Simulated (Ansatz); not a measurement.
For 1T (CdI2-type) TiTe2, PBEsol in Ansatz (PAW) gives:

| Item | Value |
|---|---|
| lattice constant a | 3.696 Å |
| c axis length | 6.446 Å |

Task: What does r²SCAN+rVV10 (plane waves, PAW; Ansatz, a first-principles code) give for the same quantities?

Result: 
- lattice constant a: 3.782 Å (increases by 2.3 %)
- lattice parameter c: 6.616 Å (rises by 2.6 %)

Changes are worked out from the printed values.

Unless a cell is named, each level is at its own relaxed cell (PBEsol 25.42, r²SCAN+rVV10 27.32 Å³/atom).

Caveats: the cell comes from a level without a dispersion term, which matters for the spacing of layers, chains or molecules (PBEsol). Ansatz's density-functional and Hartree–Fock values are scalar-relativistic unless marked +SOC, with PAW data made under PBE.
